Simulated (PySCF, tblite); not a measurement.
Isomers of C3H5O (doublet state), one GFN2-xTB conformer each. Single-point energies are computed at B3LYP/pcH-1 (PySCF, gas phase, no added dispersion term), electronic only. GFN2-xTB treats the open shell by occupation alone, and not every SCF solution was tested for stability.

Question: Rank them by B3LYP/pcH-1 energy, lowest first (kJ/mol).
A. `O1C[C]1C` [radical]
B. `[OH:1][C:2]1[CH2:3][CH2:4]1` (doublet state) with H–O1–C2–C3 -132°

Answer: B (0.0), A (5.9).

As drawn, the lower has an O–H bond, which the higher lacks. Neighbours under 21 kJ/mol apart (O[C]1CC1 and C[C]1CO1) can change places with a better method, another conformer or zero-point energy. GFN2-xTB itself gives, in the same order: 14.7, 0.0. GFN2-xTB puts C[C]1CO1 lowest instead.

What happens when harmonic zero-point energies from GFN2-xTB frequencies are added?

| SMILES | ZPE (kJ/mol) | electronic (kJ/mol) | with ZPE (kJ/mol) |
| --- | --- | --- | --- |
| O[C]1CC1 | 185.9 | 0.0 | 0.0 |
| C[C]1CO1 | 186.2 | 5.9 | 6.2 |

The zero-point energies span 0.3 kJ/mol. The order is unchanged.
